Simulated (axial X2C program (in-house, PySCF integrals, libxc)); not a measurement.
**Worked dissociation energy of AlB⁻: MP2, non-relativistic**

Calculated with an in-house all-electron X2C program for linear molecules (integrals from PySCF). The Hamiltonian is the X2C one with the speed of light multiplied by 100, which is the non-relativistic limit. Basis: Al dyall-av3z [9s8p3d2f], B dyall-av3z [8s7p3d2f] (cores contracted in-house); Gaussian nuclei, density fitting, unrestricted open shells. Masses: Al 26.982 u, B 11.009 u.

Molecular state: M_S = 3/2, Λ = 0 (beyond evenly filled blocks: σα, π+α, π-α).

Correlated methods: 7 electrons correlated (number of frozen shells: Al 2 s, 1 p; B 1 s), 211 virtual spin orbitals or spinors in MP2.

```
E(Al-) (2M_S = 2, M_L = 0) : -241.930757 hartree
E(B) (2M_S = 1, M_L = 0)   : -24.578994 hartree
E(AlB⁻) at Re              : -266.625280 hartree
ωe                         : 590.6 cm⁻¹
ωexe                       : 3.11 cm⁻¹
```

Task: Work out De and D0.

Result: De = -241.930757 + (-24.578994) − (-266.625280) = 0.11553 hartree = 3.144 eV. The zero-point energy is ωe/2 − ωexe/4 = 295 cm⁻¹ = 0.037 eV, so D0 = 3.107 eV.

One determinant describes the state; a PBE0 search over occupations chose it and may have missed a lower one. De is counted from the lowest determinant-based energies of the atoms at the same level, without counterpoise correction. PBE0 can misorder states that lie within some tenths of an eV, so this need not be the ground state of the molecule. The nearest other spin-free determinant of the search, M_S = 1/2, Λ = 0, lies 0.25 eV up at the distance of the search.

Each atomic determinant is the lowest at this level and need not be a pure term. Totals compare only within one Hamiltonian and basis.
